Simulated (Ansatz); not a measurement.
# How far a parabola holds: energy against volume of rock-salt LiF

Rock-salt LiF was calculated with PBE in Ansatz (plane waves, PAW). Numerical settings: plane-wave cutoff 520 eV, 14×14×14 k mesh, Fermi–Dirac smearing 0.01 eV, scalar-relativistic PAW data made under PBE. The cell has no free parameter but its volume, all volumes share cutoff and mesh, and the runs aren't spin-polarised. Energies are free energies at the run's smearing, counted from the lowest row; static lattice.

| V (Å³/atom) | E (meV/atom) |
|---|---|
| 7.909 | ? |
| 8.077 | 3.04 |
| 8.245 | 0.73 |
| 8.414 | 0.00 |
| 8.582 | 0.68 |
| 8.750 | 2.63 |

Fit E of the 5 rows that show it with a parabola. With u = V - 8.41, the rows have u = -0.33300, -0.16500, 0.00400, 0.17200, 0.34000. Least squares gives E = -0.002 - 0.692·u + 25.065·u². Residuals (row less fit): 0.032, -0.065, 0.004, 0.060, -0.030; standard error 0.070 (degrees of freedom: 2). The fitted curve has its minimum at V = 8.42, where E = -0.01. Its curvature is d²E/dV² = 2 × 25.065 meV/Å⁶, so B = V0·d²E/dV² × 0.1602 = 67.7 GPa.

Problem. Predict the withheld E at V = 7.909 from the fit, and compare with the calculation.

Solution. u = -0.50100, so E = -0.002 - 0.692 × (-0.50100) + 25.065 × (-0.50100)² = 6.636 meV/atom. The calculation gives 7.07 meV/atom, 0.434 meV/atom above the prediction (6.1 % of the range of E in the table). The row lies outside the fitted rows, so this is an extrapolation. From the scatter of the fitted rows alone, a prediction at this place has a standard error of 0.164 meV/atom, so the miss is 2.6 times that.

The residuals are curvature that a parabola lacks, not noise. A solid that stiffens under compression and softens on expansion lies above the parabola at the compressed end and under it at the expanded end, as this row does. A third-order Birch-Murnaghan fit to the whole scan has B0 = 67.1 GPa. Only scans are tabulated whose curvature falls smoothly with volume, and where the parabola meets the shown rows within 5 % of their range and misses the end by 0.1 meV or more.

Measured, for comparison: bulk modulus 76.3 GPa (0 K value with the zero-point phonon effect removed; as tabulated in Mejia-Rodriguez and Trickey (2018), arXiv:1807.09216). Computed less measured: bulk modulus -12 %.

Ansatz is a first-principles code.
